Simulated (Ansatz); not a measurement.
# H$_{2}$SO, triplet: from triple and quadruple zeta to the limit

```yaml
atoms:
  - { symbol: O, position_ang: [-0.9007, -0.2316, 0.0000] }
  - { symbol: H, position_ang: [-1.1500, 0.6949, 0.0000] }
  - { symbol: H, position_ang: [0.2893, -0.2316, 0.0000] }
  - { symbol: S, position_ang: [1.7613, -0.2316, 0.0000] }
```

Connectivity, by distances: OH ··· S, 1 bridging H.

Ansatz 0.2.0, UHF determinant, valence electrons correlated. Energies in eV.

| set | X | functions | Hartree–Fock | MP2 correlation | CCSD(T) correlation | time |
| --- | --- | --- | --- | --- | --- | --- |
| def2-TZVPP | 3 | 101 | -12884.4646 | -10.5802 | -11.9451 | 36 s on 1 × NVIDIA H100 80GB HBM3 with 1 thread of AMD EPYC 7R13 Processor (Zen 3), with other jobs on the host |
| def2-QZVPP | 4 | 187 | -12884.8696 | -11.4877 | -12.8090 | 43 s on 1 × NVIDIA H100 80GB HBM3 with 1 thread of AMD EPYC 7R13 Processor (Zen 3) (shared host) |

Hartree–Fock is taken to follow E(X) = E∞ + A·exp(−7.88·√X), correlation E(X) = E∞ + B·X^−2.97.

Cautions: lower spins were not checked.

Q: Work out the CCSD(T) energy at the limit, and how far the shortcut misses it that extrapolates MP2 and adds CCSD(T) minus MP2 from the smaller set.

A: Hartree–Fock: E∞ = E4 + 0.1377·(E4 − E3) = -12884.9254. Correlation: E∞ = E4 + 0.7407·(E4 − E3) = -13.4490 for CCSD(T) and -12.1600 for MP2. The limit is -12898.3744 eV, 0.696 eV below def2-QZVPP. The shortcut gives a correlation energy of -12.1600 + (-1.3648) = -13.5248, 76 meV lower than the direct value.

Past Ne part of the Hartree–Fock step between the two sets comes from the cores, which don't follow the formula, so the 56 meV that it adds to the total can overshoot; that part largely cancels in differences.
